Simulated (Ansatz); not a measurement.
## Molecular dynamics, step by step

H$_{2}$SO (SMILES OS), closed shell, r2SCAN-D4/6-31G (Ansatz 0.2.0). Settings (timestep in fs, temperature in K; T counts 6 degrees of freedom):

```yaml
hamiltonian: {xc: r2scan, dispersion: d4}
md: {n_steps: 60, timestep: 0.75, temperature: 500, ensemble: nvt_nose_hoover, seed: 538, initial_velocities: maxwell_boltzmann}
```

Start (the SMILES describes the start alone):

```xyz
4
angstrom
O -0.0420 -0.8523 -0.1587
S -0.0820 0.7607 -0.5457
H -0.7810 -1.0653 0.4234
H 0.9050 1.1570 0.2810
```

| step | time (fs) | potential energy less the start (meV) | kinetic energy (meV) | T (K) |
| --- | --- | --- | --- | --- |
| 0 | 0.00 | 0.0 | 129.3 | 500 |
| 4 | 3.00 | 50.2 | 79.0 | 306 |
| 8 | 6.00 | -13.4 | 142.2 | 550 |
| 12 | 9.00 | -171.2 | 300.0 | 1160 |
| 16 | 12.00 | -282.9 | 410.6 | 1588 |
| 20 | 15.00 | -285.9 | 410.9 | 1589 |
| 24 | 18.00 | -162.6 | 285.3 | 1104 |
| 28 | 21.00 | -8.0 | 128.7 | 498 |
| 32 | 24.00 | 33.5 | 85.2 | 330 |
| 36 | 27.00 | 56.6 | 62.4 | 241 |
| 40 | 30.00 | -0.5 | 117.1 | 453 |
| 44 | 33.00 | -9.3 | 125.5 | 485 |
| 48 | 36.00 | -71.5 | 186.2 | 720 |
| 52 | 39.00 | -177.0 | 288.1 | 1114 |
| 56 | 42.00 | -270.2 | 376.7 | 1457 |
| 60 | 45.00 | -276.1 | 375.4 | 1452 |

Step 12, positions (Å) and forces (eV/Å):

| atom | x | y | z | Fx | Fy | Fz |
| --- | --- | --- | --- | --- | --- | --- |
| O1 | -0.046 | -0.896 | -0.140 | 1.260 | -1.874 | -0.632 |
| S2 | -0.083 | 0.788 | -0.556 | 0.210 | 1.449 | 0.383 |
| H3 | -0.753 | -1.223 | 0.422 | -1.015 | 0.360 | 0.644 |
| H4 | 0.967 | 1.140 | 0.325 | -0.455 | 0.066 | -0.395 |

Step 20, positions (Å) and forces (eV/Å):

```tsv
atom	x	y	z	Fx	Fy	Fz
O1	-0.036	-0.996	-0.126	-0.462	0.876	0.150
S2	-0.083	0.832	-0.563	-0.619	-1.064	-0.358
H3	-0.842	-1.100	0.457	0.443	0.006	-0.322
H4	0.914	1.194	0.270	0.637	0.182	0.531
```

Step 32, positions (Å) and forces (eV/Å):

```tsv
atom	x	y	z	Fx	Fy	Fz
O1	-0.032	-1.101	-0.106	-0.588	2.814	-0.120
S2	-0.085	0.879	-0.572	0.174	-1.952	0.175
H3	-0.862	-0.991	0.443	0.352	-0.702	-0.110
H4	0.934	1.279	0.270	0.062	-0.160	0.055
```

Last step (60):

```json
{"atom": "O1", "x (Å)": "-0.0323", "y (Å)": "-0.9305", "z (Å)": "-0.1338"}
{"atom": "S2", "x (Å)": "-0.0877", "y (Å)": "0.8028", "z (Å)": "-0.5576"}
{"atom": "H3", "x (Å)": "-0.8367", "y (Å)": "-1.0829", "z (Å)": "0.3779"}
{"atom": "H4", "x (Å)": "0.9881", "y (Å)": "1.0762", "z (Å)": "0.3087"}
```

The run took about 26 s on 2 CPU threads of an Arm Neoverse V2 (shared host).
